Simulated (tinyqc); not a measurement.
Worked calculation: Pariser-Parr-Pople SCF with singles CI, for the molecule C=CC(=O)O (SMILES; centres numbered as the heavy atoms are written). One step of it, computed by the program tinyqc.

Task: Iteration 1: orbitals and new P. Diagonalise F (the basis is taken as orthonormal) and form P = 2 sum c c over the lowest orbitals; 0.5 of the old P is kept.

F (eV), lower triangle:
```
           1C         2C         3C         4O          5O
1C  -5.347468
2C  -4.857876  -5.711240
3C   0.000000  -3.415363  -5.832302
4O   0.529161   0.000000  -4.499292  -8.719766
5O   0.400939   0.000000  -4.179872   1.114461  -14.276758
```

pi electrons, sum of z_r less the charge = 6

P at the start, lower triangle:
```
           1C        2C        3C         4O        5O
1C   1.000000
2C   0.923508  1.000000
3C   0.000000  0.383579  1.000000
4O  -0.286187  0.000000  0.689025   1.443341
5O  -0.255402  0.000000  0.614907  -0.496779  1.556659
```

Give: orbital energies; P after iteration 1.

Result:

orbital energies (eV): -16.3020  -12.1343  -10.2811  -2.1707  1.0006

P after iteration 1, lower triangle:
```
         1C       2C      3C       4O      5O
1C   0.9463
2C   0.9245   1.0201
3C   0.0609   0.3779  0.8900
4O  -0.2979  -0.0160  0.7317   1.4513
5O  -0.2004  -0.0236  0.5302  -0.4005  1.6923
```
